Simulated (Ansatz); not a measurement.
Relative stability

Two relaxed structures of CH₂NS (charge +1), singlet (PBE0-D4/def2-TZVP; forces vanish, vibrations not checked).

A:

N1  (-0.031, -0.686, -0.164)
C2  (0.024, 0.524, 0.125)
S3  (-0.097, -2.132, -0.509)
H4  (0.920, 0.917, 0.611)
H5  (-0.825, 1.169, -0.113)
(Å)

B:

| atom | x (Å) | y (Å) | z (Å) |
| --- | --- | --- | --- |
| N1 | 0.3579 | 0.2156 | 0.1306 |
| C2 | 0.0436 | -0.8786 | 0.0142 |
| S3 | -0.4698 | -2.4499 | -0.0471 |
| H4 | 0.6376 | 1.1794 | 0.2282 |
| H5 | 0.1517 | -2.6572 | -1.2338 |

Computed with Ansatz 0.2.0 (basis: def2-TZVPP); correlated methods freeze the cores. B3LYP uses VWN-RPA correlation.

Task: Which structure is lower at CCSD(T), and by how much? (An estimate is asked for; the value comes from the calculation.)

Result: By the calculation: B, by 26.98 kcal/mol (electronic energy, against the other). By their contacts, A is CH₂NS ([CH2][N][S]), total charge +1 and B is CH₂NS ([NH][C][SH]), total charge +1.

All methods give the same order:

| method | E(B) − E(A) (kcal/mol) |
| --- | --- |
| PBE-D4 | -21.33 |
| r2SCAN-D4 | -24.34 |
| PBE0-D4 | -26.44 |
| B3LYP-D4 | -24.16 |
| wB97M-V | -28.77 |
| HF | -35.73 |
| MP2 | -32.25 |
| CCSD | -29.06 |
| CCSD(T) | -26.98 |

No T1 diagnostic of these runs exceeds 0.029. The T1 diagnostic is large here, which may signal multireference character or strong orbital relaxation, so CCSD(T) is less sure. The restricted Hartree–Fock reference is unstable towards an unrestricted one at one or more of these structures.

Labels in which every atom is bracketed show which atoms are joined, not bond orders.

For scale, one of the runs: CCSD(T)/def2-TZVPP, 132 basis functions, launched by `ansatz run in.yaml --threads 2 --pin off --events-out ev --progress --plain --max-ram 4352MiB`. The run took 7 s on 2 CPU threads of an Arm Neoverse V1 (shared host), with 0.63 GiB of host memory at its peak.
